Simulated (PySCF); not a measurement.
H₂N, SMILES [NH2], multiplicity 2. The structure is a stationary point at B3LYP-D3(BJ)/def2-TZVPD. The isomer is the one that the SMILES or the coordinates give; other isomers of the formula were not compared.

All values below come from B3LYP-D3(BJ)/def2-TZVPD (PySCF).

Harmonic wavenumbers (cm⁻¹): 1532, 3345, 3434. Rotational constants (GHz): 704.7, 385.6, 249.2; symmetry number 2.

Work out the zero-point energy and the ideal-gas rigid-rotor harmonic-oscillator thermochemistry at 298.15 K and 1 atm.

ZPE = ½ Σ hcν = ½ × 8311 cm⁻¹ = 11.88 kcal/mol. H − E(el) = 14.25 kcal/mol. Entropy in cal/(mol K): translation 34.26, rotation 10.86, vibration 0.01, spin 1.38, total 46.51. G − E(el) = 0.39 kcal/mol. Cp = 8.02 cal/(mol K).
